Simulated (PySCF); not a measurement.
An element was calculated at r2SCAN (PySCF 2.14, spin-free X2C, a triple-zeta basis, no spin-orbit coupling), in the ground configurations that NIST lists.

- first ionisation energy: 10.632 eV
- second ionisation energy: 19.948 eV
- third ionisation energy: 30.372 eV

Problem. Which element is it?

Solution. Phosphorus (P, Z = 15), in ANO-RCC-VTZP. NIST lists 10.487, 19.769, 30.203 eV for these ionisation energies.
